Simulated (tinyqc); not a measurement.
FCI on RHF in the sto-3g basis, frozen core, for HF, spin multiplicity 1, step by step. One step of it, computed by the program tinyqc.

Question. FCI: roots. Diagonalise (each vector has its largest component positive (the first on a tie)); all determinants have Ms = 0, so triplets appear too. The lowest singlet root is the correlation energy.

Occupation strings over the orbitals (2 doubly, a alpha, b beta, 0 empty; spin orbitals ordered 1a 1b 2a 2b ...): 222220 22a22b 2a222b 22b22a 2b222a 222202 222022 220222 2ab222 2ba222 202222

H - E(HF) between determinants (hartree), order 222220, 22a22b, 2a222b, 22b22a, 2b222a, 222202, 222022, 220222, 2ab222, 2ba222, 202222:
```
[[0.000000, 0.000000, 0.000000, 0.000000, 0.000000, 0.029959, 0.029959, 0.211818, -0.044828, 0.044828, 0.092621],
 [0.000000, 0.519595, -0.010393, -0.211818, -0.044828, 0.019863, 0.019863, 0.082294, 0.088596, -0.033262, 0.066572],
 [0.000000, -0.010393, 1.309928, -0.044828, -0.092621, 0.033792, 0.033792, -0.088596, -0.189655, 0.066572, 0.043224],
 [0.000000, -0.211818, -0.044828, 0.519595, -0.010393, -0.019863, -0.019863, -0.082294, -0.033262, 0.088596, -0.066572],
 [0.000000, -0.044828, -0.092621, -0.010393, 1.309928, -0.033792, -0.033792, 0.088596, 0.066572, -0.189655, -0.043224],
 [0.029959, 0.019863, 0.033792, -0.019863, -0.033792, 1.022754, 0.053770, 0.039438, 0.033697, -0.033697, 0.186599],
 [0.029959, 0.019863, 0.033792, -0.019863, -0.033792, 0.053770, 1.022754, 0.039438, 0.033697, -0.033697, 0.186599],
 [0.211818, 0.082294, -0.088596, -0.082294, 0.088596, 0.039438, 0.039438, 1.119291, 0.090711, -0.090711, 0.145187],
 [-0.044828, 0.088596, -0.189655, -0.033262, 0.066572, 0.033697, 0.033697, 0.090711, 1.923967, -0.145187, 0.105861],
 [0.044828, -0.033262, 0.066572, 0.088596, -0.189655, -0.033697, -0.033697, -0.090711, -0.145187, 1.923967, -0.105861],
 [0.092621, 0.066572, 0.043224, -0.066572, -0.043224, 0.186599, 0.186599, 0.145187, 0.105861, -0.105861, 2.866487]]
```

Give: lowest roots of this matrix, relative to E(HF); lowest vectors; <S^2> of these roots; weight of the ground state by excitation level 0, 1, 2, ....

Answer.

lowest roots of this matrix, relative to E(HF) (hartree): [-0.045, 0.303, 0.687, 0.969, 0.999, 1.148, 1.194, 1.354]

lowest vectors, order 222220, 22a22b, 2a222b, 22b22a, 2b222a, 222202, 222022, 220222, 2ab222, 2ba222, 202222:
```
[[0.981, 0.000, -0.065, 0.000],
 [0.018, 0.706, 0.679, 0.000],
 [-0.005, 0.039, -0.081, 0.000],
 [-0.018, 0.706, -0.679, 0.000],
 [0.005, 0.039, 0.081, 0.000],
 [-0.018, 0.000, -0.011, 0.707],
 [-0.018, 0.000, -0.011, -0.707],
 [-0.182, 0.000, -0.228, 0.000],
 [0.029, -0.023, -0.061, 0.000],
 [-0.029, -0.023, 0.061, 0.000],
 [-0.023, 0.000, -0.013, 0.000]]
```

<S^2> of these roots: [0.000, 2.000, 0.000, 0.000, 0.000, 0.000, 2.000, 0.000]

weight of the ground state by excitation level 0, 1, 2, ...: [0.963, 0.001, 0.036]
